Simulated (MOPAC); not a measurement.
MOPAC input (PM3):

```
PM3 1SCF UHF MS=0.5 GEO-OK AUX(PRECISION=9) THREADS=1
CH4N

C     0.05713489 1    0.62201518 1    0.05144694 1
N    -0.00528734 1   -0.81344612 1    0.05212403 1
H    -0.94857585 1    1.06891843 1    0.03510111 1
H    -0.51054075 1   -1.09359063 1   -0.79570070 1
H     0.58587122 1    0.98412688 1    0.93348780 1
H     0.56744742 1    1.00257708 1   -0.84643810 1
```

From the last part of the output:

```
                                                       MOPAC v23.2.5 Linux

          FINAL HEAT OF FORMATION =         27.02023 KCAL/MOL =     113.05262 KJ/MOL

          COSMO AREA              =         68.61 SQUARE ANGSTROMS
          COSMO VOLUME            =         49.97 CUBIC ANGSTROMS

          IONIZATION POTENTIAL    =         10.281052 EV
          ALPHA SOMO LUMO (EV)    =        -10.593  3.264
          BETA  SOMO LUMO (EV)    =        -10.281  0.286
          NO. OF ALPHA ELECTRONS  =          7
          NO. OF BETA  ELECTRONS  =          6
          MOLECULAR WEIGHT        =         30.0493         POINT GROUP:  Cs

          MOLECULAR DIMENSIONS (Angstroms)

            Atom       Atom       Distance
            H     5    H     4     2.91704
            N     2    H     6     1.86563
            H     3    N     2     1.54872

          SCF CALCULATIONS        =          1

   ATOM   CHEMICAL          X               Y               Z
  NUMBER   SYMBOL      (ANGSTROMS)     (ANGSTROMS)     (ANGSTROMS)

     1       C          0.05713489  *   0.62201518  *   0.05144694  *
     2       N         -0.00528734  *  -0.81344612  *   0.05212403  *
     3       H         -0.94857585  *   1.06891843  *   0.03510111  *
     4       H         -0.51054075  *  -1.09359063  *  -0.79570070  *
     5       H          0.58587122  *   0.98412688  *   0.93348780  *
     6       H          0.56744742  *   1.00257708  *  -0.84643810  *

                             CARTESIAN COORDINATES

   1    C        0.057134890     0.622015180     0.051446940
   2    N       -0.005287340    -0.813446120     0.052124030
   3    H       -0.948575850     1.068918430     0.035101110
   4    H       -0.510540750    -1.093590630    -0.795700700
   5    H        0.585871220     0.984126880     0.933487800
   6    H        0.567447420     1.002577080    -0.846438100

           Empirical Formula: C H4 N  =     6 atoms

      MOLECULAR POINT GROUP   :   Cs

          ALPHA EIGENVALUES
 -32.45578 -21.72610 -16.12801 -15.03787 -14.12515 -10.78435 -10.59255   3.26409
   3.45580   3.78100   4.30913   5.03747

           BETA EIGENVALUES
 -32.26116 -21.24762 -15.91484 -14.38046 -14.00930 -10.28105   0.28592   3.41659
   3.61697   4.01063   4.33967   5.24861

              NET ATOMIC CHARGES AND DIPOLE CONTRIBUTIONS

  ATOM NO.   TYPE          CHARGE      No. of ELECS.   s-Pop       p-Pop
    1          C          -0.090204        4.0902     1.14185     2.94836
    2          N          -0.103934        5.1039     1.67047     3.43346
    3          H           0.044218        0.9558     0.95578
    4          H           0.051881        0.9481     0.94812
    5          H           0.053820        0.9462     0.94618
    6          H           0.044218        0.9558     0.95578
 DIPOLE           X         Y         Z       TOTAL
 POINT-CHG.    -0.079     0.558    -0.178     0.591
 HYBRID        -0.582     0.832    -1.064     1.471
 SUM           -0.661     1.391    -1.241     1.978

          ATOMIC ORBITAL ELECTRON POPULATIONS

     Atom    s        px        py        pz
    1  C   1.14185   0.99904   0.93981   1.00950
    2  N   1.67047   1.09160   1.11979   1.22207
    3  H   0.95578
    4  H   0.94812
    5  H   0.94618
    6  H   0.95578

                    (SZ)    =    0.500000
                    (S**2)  =    0.753572

          ATOMIC ORBITAL SPIN POPULATIONS

    Atom   Total    s     px     py     pz
         Atomic
    1  C -0.0809 -0.010 -0.027 -0.027 -0.018
    2  N  0.9979  0.014  0.709  0.023  0.252
    3  H  0.0536  0.054
    4  H -0.0287 -0.029
    5  H  0.0046  0.005
    6  H  0.0536  0.054

 **********************
 *                    *
 * JOB ENDED NORMALLY *
 *                    *
 **********************

 == MOPAC DONE ==
```
